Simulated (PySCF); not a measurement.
ClH₅: fields on a plane

These are results of BP86 in PySCF with Cl def2-TZVP, H def2-TZVP; no relativity; density-fitted integrals, not measurements.

The singlet minimum has Cl–H 1.285 Å, Cl–H 1.611 Å (×4); H–Cl–H 85.6° (×4), H–Cl–H 89.7° (×4), H–Cl–H 171.3° (×2).

The plane holds Cl1 at (0.00, 0.00), H2 at (1.29, 0.00), H3 at (0.12, 1.61), H5 at (0.12, -1.61) Å. Columns run from x = -1.95 to 3.45 Å, rows from y = 4.05 (top) to -3.75 Å, in steps of 0.3 Å. Other isomers or separated fragments may lie lower.

**Question.** Give the electrostatic potential (V) (cut at 20 V). Every second row and column.

**Answer.** 
```
-0.1 -0.2 -0.2 -0.3 -0.2 -0.2 -0.1  0.0  0.0  0.1
-0.1 -0.2 -0.3 -0.4 -0.4 -0.3 -0.1  0.0  0.1  0.1
-0.1 -0.3 -0.4 -0.3 -0.3 -0.3 -0.1  0.1  0.2  0.2
 0.0 -0.1  0.1  2.4  2.1  0.2  0.2  0.3  0.4  0.3
 0.2  0.3  1.4 20.0 18.7  1.4  0.9  0.9  0.7  0.5
 0.6  1.3  3.7  9.9  8.3  3.5  2.7  1.8  1.1  0.7
 0.9  2.7 15.9 20.0 20.0 13.4  9.1  3.2  1.6  0.9
 1.0  3.1 20.0 20.0 20.0 20.0 17.9  3.8  1.7  1.0
 0.8  2.0  7.9 20.0 17.3  6.5  4.7  2.5  1.4  0.8
 0.4  0.7  2.1 15.3 12.3  2.1  1.6  1.3  0.9  0.6
 0.1  0.0  0.7 10.0  8.3  0.7  0.4  0.5  0.5  0.4
-0.1 -0.2 -0.3  0.2  0.2 -0.1  0.0  0.2  0.3  0.3
-0.1 -0.3 -0.4 -0.4 -0.4 -0.3 -0.1  0.0  0.1  0.2
-0.1 -0.2 -0.3 -0.3 -0.3 -0.2 -0.1  0.0  0.1  0.1
```

**Question.** Give the electron localisation function (set to 0 where the density is under 0.005 e/Å³). Lower edges of the bins: '_' 0.000, '.' 0.100, ':' 0.200, '-' 0.300, '=' 0.400, '+' 0.500, '*' 0.600, '#' 0.700, '%' 0.800, '@' 0.900; top 1.00, each point printed twice.

**Answer.** 
```
______________________________________
______________________________________
______________________________________
__________##%%%%%%##__________________
________%%@@@@@@@@@@%%________________
______%%@@@@@@@@@@@@@@%%______________
____==%%@@@@@@@@@@@@@@@@==____________
____--##@@@@@@@@@@@@@@%%--____________
______==%%@@@@@@@@@@%%==______________
______..==%%@@@@@@%%--________________
______..--**%%%%##==..________________
____..==**%%%%%%##==--====--..________
__::++%%%%##....++%%@@@@@@@@##________
..==##@@@@..%%%%..@@@@@@@@@@@@++______
..==##@@@@..%%%%..@@@@@@@@@@@@++______
__::++%%%%##....++%%@@@@@@@@##________
____..==**%%%%%%##==--====--..________
______..--**%%%%##==..________________
______..==%%@@@@@@%%--________________
______==%%@@@@@@@@@@%%==______________
____--##@@@@@@@@@@@@@@%%--____________
____==%%@@@@@@@@@@@@@@@@==____________
______%%@@@@@@@@@@@@@@%%______________
________%%@@@@@@@@@@%%________________
__________##%%%%%%##__________________
______________________________________
______________________________________
```
